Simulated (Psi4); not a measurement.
**C2H4B (SMILES B[C]=C) at UMP2/def2-TZVP**

What is the vertical doublet–quartet gap of C2H4B at UMP2/def2-TZVP? 

The results are computed with Psi4 1.11.

1 further run of the same task is left out (set aside as unsound or not needed).

## Step 1: Starting point

C2H4B has 7 atoms, charge 0, and is taken as a doublet. SMILES: `B[C]=C`. The shape is that of a GFN2-xTB optimisation.

Bond lengths: B1–C2 1.464 Å, C2–C3 1.288 Å, B1–H4 1.172 Å, B1–H5 1.172 Å, C3–H6 1.084 Å, C3–H7 1.084 Å. Angles: B1–C2–C3 179.8°, C2–B1–H4 119.7°, C2–B1–H5 119.8°, C2–C3–H6 123.1°, C2–C3–H7 123.1°, H4–B1–H5 120.5°, H6–C3–H7 113.8°.

## Step 2: A single-point energy at UMP2/def2-TZVP

calc.inp reads:

```
memory 1600 MB

molecule m {
  0 2
  B     -2.03302406     0.80381390    -1.46223228
  C      0.10771439    -0.03868269     0.07471977
  C      1.98751945    -0.78495444     1.42988017
  H     -3.89731447    -0.39274178    -1.49721111
  H     -1.86924149     2.66712166    -2.64954720
  H      3.15302694    -2.39651288     0.93596245
  H      2.55131924     0.14193733     3.16842820
  units au
  symmetry c1
  no_reorient
  no_com
}

set basis def2-TZVP
set reference uhf
set puream true
set e_convergence 1e-09
set d_convergence 1e-08
set scf_type pk
set num_frozen_docc 3
set mp2_type conv
set maxiter 200

E = energy('mp2')
```

The run is started by

```console
$ psi4 calc.inp calc.out -n 1
```

calc.out:

```text
[...]
  Running in c1 symmetry.
[...]
  Nuclear repulsion =   51.996406161948947
[...]
  Multiplicity = 2
[...]
  Nalpha       = 11
  Nbeta        = 10
[...]
    Number of basis functions: 117
[...]
   @UHF iter   1:  -102.60430730120416   -9.99472e-01   2.77219e-03 DIIS/ADIIS
[...]
   @UHF iter  19:  -102.69992421074615   -4.39115e-12   4.22791e-09 DIIS
[...]
   @S^2 Observed:                8.428082522E-01
[...]
    Orbital Energies [Eh]
    ---------------------
    Alpha Occupied:
       1A    -11.258088     2A    -11.233069     3A     -7.595489
       4A     -1.064334     5A     -0.832914     6A     -0.684762
       7A     -0.625997     8A     -0.561173     9A     -0.528646
      10A     -0.399533    11A     -0.370566
    Alpha Virtual:
      12A      0.094395    13A      0.121479    14A      0.144034
      15A      0.163364    16A      0.171682    17A      0.192221
      18A      0.220527    19A      0.266974    20A      0.269281
      21A      0.300052    22A      0.330249    23A      0.346447
      24A      0.424804    25A      0.451696    26A      0.458745
[...]
  @UHF Final Energy:  -102.69992421074615
   => Energetics <=
    Nuclear Repulsion Energy =             51.9964061619489470
    One-Electron Energy =                -239.6301322844952324
    Two-Electron Energy =                  84.9338019118001313
    Total Energy =                       -102.6999242107461470
  UHF NO Occupations:
  HONO-2 :    9  A 1.9971489
  HONO-1 :   10  A 1.9585074
[...]
 Multipole Moments:
 ------------------------------------------------------------------------------------
     Multipole            Electronic (a.u.)      Nuclear  (a.u.)        Total (a.u.)
 ------------------------------------------------------------------------------------
 L = 1.  Multiply by 2.5417464519 to convert [e a0] to [Debye]
 Dipole X            :         -2.0073610            2.3440730            0.3367119
 Dipole Y            :          0.7697063           -0.9029490           -0.1332426
 Dipole Z            :         -1.4312843            1.6740706            0.2427863
 Magnitude           :                                                    0.4359744
[...]
	SCS-MP2 Total Energy (a.u.)        :  -103.07951757562908
	SOS-MP2 Total Energy (a.u.)        :  -103.05218091000830
	SCSN-MP2 Total Energy (a.u.)       :  -102.84426180522385
[...]
	SOS-PI-MP2 Total Energy (a.u.)     :  -103.11089035988533
[...]
	MP2 Total Energy (a.u.)            :  -103.07548145699361
[...]
```

It took 20 s on 1 thread of Intel Xeon Platinum 8259CL at 2.50GHz (Skylake/Cascade Lake), shared host; peak memory 0.95 GiB.

## Step 3: The quartet at the same level

run.py reads:

```python
import psi4

psi4.set_memory(1600000000)
psi4.set_num_threads(1)
psi4.core.set_output_file('c2h4b.out', False)

m = psi4.geometry("""
0 4
B     -1.075830     0.425360    -0.773780
C      0.057000    -0.020470     0.039540
C      1.051750    -0.415380     0.756660
H     -2.062370    -0.207830    -0.792290
H     -0.989160     1.411380    -1.402080
H      1.668510    -1.268180     0.495290
H      1.350100     0.075110     1.676660
units angstrom
symmetry c1
no_reorient
no_com
""")

options = {'basis': 'def2-TZVP', 'reference': 'uhf', 'puream': True, 'e_convergence': 1e-09, 'd_convergence': 1e-08, 'scf_type': 'pk', 'num_frozen_docc': 3, 'mp2_type': 'conv', 'maxiter': 200}
psi4.set_options(options)

e, wfn = psi4.energy("mp2", return_wfn=True)
print('E =', round(e, 9))
```

The run is started by

```console
$ python run.py
```

c2h4b.out:

```text
[...]
  Running in c1 symmetry.
[...]
  Nuclear repulsion =   51.996406147714772
[...]
  Multiplicity = 4
[...]
  Nalpha       = 12
  Nbeta        = 9
[...]
    Number of basis functions: 117
[...]
   @UHF iter   1:  -102.39104332186093   -7.86208e-01   3.19704e-03 ADIIS/DIIS
[...]
   @UHF iter  16:  -102.56518883301953   -4.27463e-11   7.13699e-09 DIIS
[...]
   @S^2 Observed:                3.773288664E+00
[...]
    Orbital Energies [Eh]
    ---------------------
    Alpha Occupied:
       1A    -11.249369     2A    -11.242027     3A     -7.585957
       4A     -1.126912     5A     -0.860170     6A     -0.698615
       7A     -0.648394     8A     -0.588035     9A     -0.562707
      10A     -0.483466    11A     -0.383983    12A     -0.242515
    Alpha Virtual:
      13A      0.102794    14A      0.118481    15A      0.165110
      16A      0.167056    17A      0.184023    18A      0.215813
      19A      0.268300    20A      0.270275    21A      0.298363
      22A      0.313084    23A      0.326432    24A      0.388634
      25A      0.425674    26A      0.432655    27A      0.462050
[...]
  @UHF Final Energy:  -102.56518883301953
   => Energetics <=
    Nuclear Repulsion Energy =             51.9964061477147723
    One-Electron Energy =                -239.4298737791970098
    Two-Electron Energy =                  84.8682787984627112
    Total Energy =                       -102.5651888330195334
  UHF NO Occupations:
  HONO-2 :   10  A 1.0000000
  HONO-1 :   11  A 1.0000000
[...]
 Multipole Moments:
 ------------------------------------------------------------------------------------
     Multipole            Electronic (a.u.)      Nuclear  (a.u.)        Total (a.u.)
 ------------------------------------------------------------------------------------
 L = 1.  Multiply by 2.5417464519 to convert [e a0] to [Debye]
 Dipole X            :         -1.8691146            2.3440730            0.4749584
 Dipole Y            :          0.7156162           -0.9029489           -0.1873327
 Dipole Z            :         -1.3321938            1.6740706            0.3418768
 Magnitude           :                                                    0.6144581
[...]
	SCS-MP2 Total Energy (a.u.)        :  -102.90287930245155
	SOS-MP2 Total Energy (a.u.)        :  -102.87766197329213
	SCSN-MP2 Total Energy (a.u.)       :  -102.69833633098128
[...]
	SOS-PI-MP2 Total Energy (a.u.)     :  -102.92974083000423
[...]
	MP2 Total Energy (a.u.)            :  -102.90123510405830
[...]
```

Standard output:

```text
Memory set to   1.490 GiB by Python driver.
  Threads set to 1 by Python driver.
E = -102.901235104
```

Run time: 20 s. Hardware: 1 thread of Intel Xeon Platinum 8259CL at 2.50GHz (Skylake/Cascade Lake), shared host; peak memory 0.95 GiB.

## Step 4: Outcome

Level: UMP2/def2-TZVP, 3 core orbitals frozen.

| quantity | value |
| --- | --- |
| doublet: total energy | -103.07548 Eh |
| doublet: HOMO energy (Hartree–Fock orbitals) (highest over α and β) | -10.08 eV |
| doublet: LUMO energy (Hartree–Fock orbitals) (lowest over α and β) | 0.80 eV |
| doublet: correlation energy (3 core orbitals frozen) | -375.6 mEh |
| doublet: ⟨S²⟩ of the reference determinant | 0.843 |
| quartet: total energy | -102.90124 Eh |
| quartet: HOMO energy (Hartree–Fock orbitals) (highest over α and β) | -6.60 eV |
| quartet: LUMO energy (Hartree–Fock orbitals) (lowest over α and β) | 0.40 eV |
| quartet: correlation energy (3 core orbitals frozen) | -336.0 mEh |
| quartet: ⟨S²⟩ of the reference determinant | 3.773 |
| vertical energy of the quartet above the doublet | 4.741 eV |

At this shape the quartet lies 4.74 eV (457 kJ/mol) above the doublet.
